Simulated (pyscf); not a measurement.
This saddle point was located with ωB97X-D3(BJ)/def2-SVP in PySCF.

```
Ga
N 1 1.7571
H 2 1.0142 1 131.71
H 2 1.4158 3 150.87 1 -179.66
N 4 1.2330 2 132.33 3 179.87
H 5 1.0192 4 115.32 2 116.51
H 5 1.0194 6 108.32 4 -130.91
N 1 1.8138 2 160.45 3 -7.84
H 8 1.0141 1 120.01 2 21.76
H 8 1.0141 9 110.52 1 -145.45
```

Surface: singlet, charge 0. Lowest wavenumbers (cm⁻¹): 1278i, 152, 171, 212, 308.

### Question
What reaction is this the transition state of?

### Answer
H₂N–Ga(NH₂)–NH₂ <-> HN=Ga–NH₂ + NH₃, an elimination read from left to right: H–N, Ga–N broken and H–N formed. At ωB97M-D3(BJ)/def2-TZVP it lies +53.3 kcal/mol from the left side and -12.8 kcal/mol from the right (each side as separated species at their lowest minima found). On the product side the descent ends in an adduct with a Ga–N contact, 22.8 kcal/mol under the separated species and 8.3 kcal/mol under the saddle at ωB97X-D3(BJ)/def2-TZVP. At ωB97M-D3(BJ) the saddle lies under the separated products, which points to a path from their complex (located at ωB97X-D3(BJ) alone), and parting the products costs more than the saddle. What is counted as broken (Ga–N) persists as a longer contact in the product adduct; parting that adduct is a step of its own. This is the saddle that the search found; another between the same sides may lie lower. Elements up to Kr have no core potential and no relativistic terms here.
